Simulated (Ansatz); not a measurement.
Two isomers of C4H9FO: A = `CCCOCF`, B = `COCCCF`.

Calculated with Ansatz (gas phase, PBE0-D4/def2-TZVP geometries, no zero-point term in ΔE). CCSD(T)/CBS is the MP2 limit (def2-TZVPP, def2-QZVPP) plus CCSD(T) − MP2 in def2-TZVPP, frozen cores. Functionals use def2-TZVPP. B3LYP here is the variant with VWN-RPA as its local correlation; programs differ in this. One conformer a species, not always the lowest.

A:

```xyz
15

C    -0.227   -2.273    0.305
C     0.224   -1.086   -0.527
C    -0.050    0.224    0.170
O     0.396    1.286   -0.659
C     0.095    2.528   -0.191
F     0.854    2.847    0.922
H     0.286   -2.302    1.270
H    -1.302   -2.237    0.503
H    -0.018   -3.214   -0.207
H    -0.283   -1.083   -1.496
H     1.296   -1.152   -0.734
H     0.469    0.263    1.135
H    -1.127    0.342    0.363
H     0.341    3.247   -0.975
H    -0.955    2.610    0.121
```

B:

Z-matrix (Å, degrees):
```
C
O 1 1.400
H 1 1.090 2 107.7
H 1 1.099 2 111.5 3 -119.4
H 1 1.099 2 111.5 3 119.4
C 2 1.405 1 112.5 3 -179.8
C 6 1.511 2 109.1 1 179.7
H 6 1.103 2 109.9 1 -59.0
H 6 1.100 2 110.2 1 58.7
C 7 1.509 6 112.2 2 62.0
H 7 1.094 6 108.9 2 -177.1
H 7 1.093 6 109.6 2 -59.7
F 10 1.385 7 109.8 6 177.3
H 10 1.096 7 111.1 6 58.4
H 10 1.092 7 111.3 6 -63.2
```

**Question.** Which is lower in electronic energy at CCSD(T)/CBS, and by how much? (An estimate is asked.)

**Answer.** Computed: A, by 34.5 kJ/mol.

**Question.** Give E(B) − E(A) in kJ/mol with B3LYP, PBE0-D4, B2PLYP, LDA (SPW92), CCSD/def2-TZVPP, ωB97M-V, CCSD(T)/def2-SVP. (An estimate is asked.)

**Answer.** Ansatz gave: B3LYP 34.0, PBE0-D4 35.4, B2PLYP 34.9, LDA (SPW92) 38.0, CCSD/def2-TZVPP 34.4, ωB97M-V 34.9, CCSD(T)/def2-SVP 36.2. None reverses the order clearly.

**Question.** Does the order hold for the free energy at 298.15 K (harmonic terms from PBE0-D4)? (An estimate is asked.)

**Answer.** Computed: Yes: G(B) − G(A) = +34.3 kJ/mol, for one conformer each. Modes under 60 cm⁻¹, often nearly free rotors, make the harmonic entropy too high.

Largest T1 diagnostic: 0.011.

Leaving LDA and LC-ωPBE aside and taking each functional with its dispersion term where it has one, the values, not all of them listed here, spread over 3.9 kJ/mol, from BLYP-D4 to r2SCAN-D4.
